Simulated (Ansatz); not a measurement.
We consider rock-salt EuN, described by BLYP (Ansatz, a program for electronic structure, plane waves, PAW).

Run with plane-wave cutoff 520 eV, 12×12×12 k mesh, Fermi–Dirac smearing 0.01 eV, spin-polarised with parallel moments, scalar-relativistic PAW data made under PBE.

Energies at three volumes about the minimum:

```json
[
 {"V (Å³/atom)": "16.425", "E − E_lowest (meV/atom)": "2.35"},
 {"V (Å³/atom)": "16.760", "E − E_lowest (meV/atom)": "0.00"},
 {"V (Å³/atom)": "17.095", "E − E_lowest (meV/atom)": "2.19"}
]
```

Task: Fit a parabola by hand: where is the minimum, and what is the bulk modulus?

Result: Slopes: (0.00 − 2.35)/(16.760 − 16.425) = -7.015 and (2.19 − 0.00)/(17.095 − 16.760) = 6.537 meV/Å³. Curvature E″ = 2 × (6.537 − (-7.015))/(17.095 − 16.425) = 40.454 meV/Å⁶. From the middle of the first interval, the slope vanishes at V0 = 16.5925 − (-7.015)/40.454 = 16.766 Å³/atom. B = V0 E″ = 16.766 × 40.454 meV/Å³ × 0.1602 GPa per meV/Å³ = 109 GPa. The full Birch–Murnaghan fit to all volumes gives V0 = 16.760 Å³/atom and B0 = 108 GPa.

Note: the magnetic order was assumed, not searched for or taken from measurement; the 4f shell is treated without U or exact exchange, so its levels and filling can be wrong; the volume lies 6 % above that of the published cell.
